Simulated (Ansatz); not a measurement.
# Pulling the pair apart

The pair of NH3 (SMILES N, atoms 1–4) and CH2O (SMILES C=O, atoms 5–8), both closed shells, in one local arrangement (a lower one may exist), relaxed at PBE0-D4/def2-TZVP:

```csv
atom,x (Å),y (Å),z (Å)
N1,0.1499,-0.0286,-1.5321
H2,0.2244,-0.8720,-2.0870
H3,-0.6377,-0.1502,-0.9027
H4,-0.0856,0.7236,-2.1674
C5,0.0997,0.0843,1.6750
O6,-1.0340,-0.1455,1.3559
H7,0.3889,0.1756,2.7410
H8,0.8943,0.2127,0.9174
```

CH2O is shifted rigidly along the line between the mean atom positions of the two fragments (negative: closer). Counterpoise interaction energies in kcal/mol. Ansatz 0.2.0; basis: def2-TZVPPD; cores frozen in the correlated methods.

```json
{"shift (Å)": "-0.32", "wB97M-V": "-1.99", "MP2": "-1.41", "PBE-D4": "-2.07"}
{"shift (Å)": "-0.16", "wB97M-V": "-3.37", "MP2": "-2.87", "PBE-D4": "-3.38"}
{"shift (Å)": "0.00", "wB97M-V": "-3.75", "MP2": "-3.35", "PBE-D4": "-3.78"}
{"shift (Å)": "0.16", "wB97M-V": "-3.64", "MP2": "-3.33", "PBE-D4": "-3.70"}
{"shift (Å)": "0.39", "wB97M-V": "-3.14", "MP2": "-2.95", "PBE-D4": "-3.26"}
{"shift (Å)": "0.80", "wB97M-V": "-2.14", "MP2": "-2.05", "PBE-D4": "-2.28"}
{"shift (Å)": "1.60", "wB97M-V": "-1.00", "MP2": "-0.95", "PBE-D4": "-1.03"}
{"shift (Å)": "3.21", "wB97M-V": "-0.29", "MP2": "-0.28", "PBE-D4": "-0.28"}
```

What does CCSD(T) give at these shifts? (An estimate is asked for; the value comes from the calculation.)

The calculation gives: -1.36, -2.88, -3.39, -3.37, -2.98, -2.07, -0.96, -0.28 kcal/mol. For zero shift, CCSD(T) at an estimated basis limit (MP2 extrapolated from triple and quadruple zeta, plus CCSD(T) − MP2 in triple zeta) gives -3.75 kcal/mol. These are counterpoise interaction energies, counted from the two frozen fragments.

No T1 diagnostic of these runs exceeds 0.014.

For scale, one of the runs: CCSD(T)/def2-TZVPPD, 199 basis functions, launched by `ansatz run in.yaml --threads 2 --pin off --events-out ev --progress --plain --max-ram 5222MiB`. The run took 51 s on 2 CPU threads of an Arm Neoverse V1 (shared host), with 2.5 GiB of host memory at its peak.
